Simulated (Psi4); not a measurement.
# A workflow on ClF (chlorine monofluoride), part 2 of 2

Psi4 1.11. Earlier steps stand in the parts before.

### 3 Vibrational wavenumbers at PBEh-3c/def2-mSVP (density fitting) (run 2)

input.dat

```
memory 1.6 GB

molecule molecule1 {
  0 1
  F     -0.02089092     0.06173546     0.11628808
  Cl     0.04252451    -0.15000835     3.18603856
  units au
}

set globals {
  reference                  rks
  t                          298.15
  rotational_symmetry_number 1
}

result, w = freq("pbeh-3c", return_wfn=True)
print_variables()
```

Launch:

```
$ psi4 -n 1 input.dat output.dat
```

output.dat, cut to the lines that bear on the results:

```text
[...]
  Running in c2v symmetry.
[...]
  Nuclear repulsion =   49.712479943183155
[...]
  Multiplicity = 1
[...]
  Nalpha       = 13
  Nbeta        = 13
[...]
    Number of basis functions: 33
[...]
   @DF-RKS iter   1:  -559.25223449169721   -1.78785e-01   9.70043e-03 DIIS/ADIIS
[...]
  Running in cs symmetry.
[...]
   @DF-RKS iter  10:  -559.26621474185788   -6.82121e-13   3.99646e-10 DIIS
[...]
  @DF-RKS Final Energy:  -559.26621474185788
   => Energetics <=
    Nuclear Repulsion Energy =             49.7124746140665792
    One-Electron Energy =                -872.9237225305762422
    Two-Electron Energy =                 286.3153253259009148
    DFT Exchange-Correlation Energy =     -22.3718888102625293
    Empirical Dispersion Energy =           0.0015966590134047
    VV10 Nonlocal Energy =                  0.0000000000000000
    Total Energy =                       -559.2662147418577661
[...]
 Multipole Moments:
 ------------------------------------------------------------------------------------
     Multipole            Electronic (a.u.)      Nuclear  (a.u.)        Total (a.u.)
 ------------------------------------------------------------------------------------
 L = 1.  Multiply by 2.5417464519 to convert [e a0] to [Debye]
 Dipole X            :          0.0000000            0.0000000            0.0000000
 Dipole Y            :         -0.0000351            0.0002179            0.0001829
 Dipole Z            :         -0.0757129            0.4706705            0.3949576
 Magnitude           :                                                    0.3949577
[...]
  -Total Gradient:
     Atom            X                  Y                   Z
    ------   -----------------  -----------------  -----------------
       1        0.000000000000    -0.000000084228    -0.000181906001
       2        0.000000000000     0.000000111081     0.000239900014
[...]
  ==> Harmonic Vibrational Analysis <==
[...]
  Freq [cm^-1]                 881.1348
[...]
  IR activ [km/mol]            17.5156
[...]
  Total E_0, Enthalpy at 0 [K]                                                         -559.26420737 [Eh]
[...]
  Total H, Enthalpy at  298.15 [K]                                                     -559.26084475 [Eh]
[...]
  Total G, Gibbs energy at  298.15 [K]                                                 -559.28551852 [Eh]
[...]
```

Wall time 12 s (1 thread of Intel Xeon Platinum 8259CL at 2.50GHz (Skylake/Cascade Lake), shared host); peak memory 0.26 GiB.

### 4 The energy at MP2-F12/cc-pVDZ-F12 (density fitting, density fitting for correlation) (run 3)

clf.py

```python
import psi4

psi4.set_memory(1600000000)
psi4.set_num_threads(1)
psi4.set_output_file('psi4.out', False)

mol = psi4.geometry("""
F
Cl 1 1.628648
units angstrom
symmetry c1
""")

psi4.set_options({
    'basis': 'cc-pVDZ-F12',
    'reference': 'rhf',
    'freeze_core': 'true',
})

E, wfn = psi4.energy('mp2-f12', return_wfn=True)
print(f'total energy {E:.8f} hartree = {E * 27.211386:.5f} eV')
```

Launch:

```
$ python clf.py
```

psi4.out, cut to the lines that bear on the results:

```text
[...]
  Running in c1 symmetry.
[...]
  Nuclear repulsion =   49.712469012647318
[...]
  Multiplicity = 1
[...]
  Nalpha       = 13
  Nbeta        = 13
[...]
    Number of basis functions: 69
[...]
   @DF-RHF iter   1:  -558.87510930530402   -3.20818e-01   3.85797e-03 DIIS/ADIIS
[...]
   @DF-RHF iter  11:  -558.89890814220360   -6.82121e-13   1.74742e-09 DIIS
[...]
    Orbital Energies [Eh]
    ---------------------
    Doubly Occupied:
       1A   -104.938784     2A    -26.359950     3A    -10.657002
       4A     -8.124888     5A     -8.119906     6A     -8.119906
       7A     -1.643258     8A     -1.108044     9A     -0.726212
      10A     -0.726212    11A     -0.702781    12A     -0.494287
      13A     -0.494287
[...]
  @DF-RHF Final Energy:  -558.89890814220360
   => Energetics <=
    Nuclear Repulsion Energy =             49.7124690126473183
    One-Electron Energy =                -872.7917181401820699
    Two-Electron Energy =                 264.1803409853312132
    Total Energy =                       -558.8989081422034815
[...]
 Multipole Moments:
 ------------------------------------------------------------------------------------
     Multipole            Electronic (a.u.)      Nuclear  (a.u.)        Total (a.u.)
 ------------------------------------------------------------------------------------
 L = 1.  Multiply by 2.5417464519 to convert [e a0] to [Debye]
 Dipole X            :          0.0000000            0.0000000            0.0000000
 Dipole Y            :          0.0000000            0.0000000            0.0000000
 Dipole Z            :         -0.0042863            0.4706706            0.4663843
 Magnitude           :                                                    0.4663843
[...]
```

Standard output:

```text
total energy -559.42685610 hartree = -15222.78012 eV
```

It took 14 s on 1 thread of Intel Xeon Platinum 8259CL at 2.50GHz (Skylake/Cascade Lake), shared host; peak memory 0.64 GiB.

### 5 What came out

What follows sums up all 2 parts.

| quantity | value |
| --- | --- |
| run 1, PBEh-3c/def2-mSVP: total energy at the end | -559.26621 Eh |
| run 1, PBEh-3c/def2-mSVP: dipole moment | 1.00 D |
| run 1, PBEh-3c/def2-mSVP: HOMO energy | -10.37 eV |
| run 1, PBEh-3c/def2-mSVP: LUMO energy | -1.75 eV |
| run 1, PBEh-3c/def2-mSVP: HOMO–LUMO gap | 8.62 eV |
| run 1, PBEh-3c/def2-mSVP: bond length | 1.629 Å |
| run 2, PBEh-3c/def2-mSVP: harmonic wavenumber | 881 cm⁻¹ |
| run 2, PBEh-3c/def2-mSVP: zero-point energy | 5.3 kJ/mol |
| run 2, PBEh-3c/def2-mSVP: ideal-gas entropy at 298.15 K (symmetry number 1 as used) | 51.9 cal/(mol K) |
| run 3, MP2-F12/cc-pVDZ-F12: total energy | -559.42686 Eh |
| run 3, MP2-F12/cc-pVDZ-F12: HOMO energy (Hartree–Fock orbitals) | -13.45 eV |
| run 3, MP2-F12/cc-pVDZ-F12: LUMO energy (Hartree–Fock orbitals) | 0.96 eV |
| run 3, MP2-F12/cc-pVDZ-F12: HOMO–LUMO gap (Hartree–Fock orbitals) | 14.41 eV |
| run 3, MP2-F12/cc-pVDZ-F12: correlation energy (6 core orbitals frozen) | -517.7 mEh |

The optimisation (run 1, PBEh-3c/def2-mSVP) took 4 steps and changed the energy by -0.052 eV. At PBEh-3c/def2-mSVP: Experiment gives 0.88 D for the dipole moment (NIST CCCBDB), so the computed value is 0.12 D (14 %) too high. The one mode (run 2, PBEh-3c/def2-mSVP) is real, so the shape is a minimum at this level.
